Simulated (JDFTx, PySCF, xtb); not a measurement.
System: chloromethane, CH3Cl (SMILES CCl), charge 0, multiplicity 1; geometry: optimised with GFN2-xTB in vacuum (no frequencies checked; largest PBE force component 0.4 eV/Å).

Hydration energy by several implicit models of water, all at this geometry. The plane-wave rows: PBE, GBRV ultrasoft potentials, plane waves to 20/100 Ha, JDFTx (a modified build). The liquid run sits in a periodic box with 3.75 Å from the outermost atoms to the faces; the vacuum run is isolated. The box matters at about 0.01 eV. ΔG_solv is the difference of the two single-point energies, liquid minus vacuum; no corrections are added.

The PySCF rows hold electrostatics alone (no cavity or dispersion terms), with the dielectric constant that JDFTx uses. The xtb models include a fitted constant shift of their own.

A. HF/STO-3G + IEF-PCM (PySCF)
B. PBE plane waves + CANDLE, 2 M NaF (JDFTx)
C. PBE plane waves + linear PCM without cavity terms (LA12), 2 M NaF (JDFTx)

**Question.** Order them from the most negative solvation energy to the least negative.

**Answer.** C (-4.3 kcal/mol), A (-2.7 kcal/mol), B (-1.3 kcal/mol)
